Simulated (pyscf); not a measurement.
Structures and frequencies: ωB97X-D3(BJ)/def2-SVP in PySCF.

### Question
[Cl–Ga–Cl]• + CH₄ → HCl + [H₃C–Ga–Cl]•
Surface: doublet. Broken: Cl–Ga, C–H. Formed: Cl–H, C–Ga. Give ΔE‡ and ΔE from ωB97M-D3(BJ)/def2-TZVP, relative to the separated reactants.

### Answer
ΔE‡ = 44.9 kcal/mol, ΔE = +31.9 kcal/mol. Zero-point energy shifts the barrier by -2.3 kcal/mol. It is a four-centre exchange, with an imaginary mode of 1182i cm⁻¹. On the product side the descent ends in a complex (not fully relaxed), 7.0 kcal/mol under the separated species and 18.5 kcal/mol under the saddle at ωB97X-D3(BJ)/def2-TZVP. This is the saddle that the search found; another between the same sides may lie lower. Elements up to Kr have no core potential and no relativistic terms here.
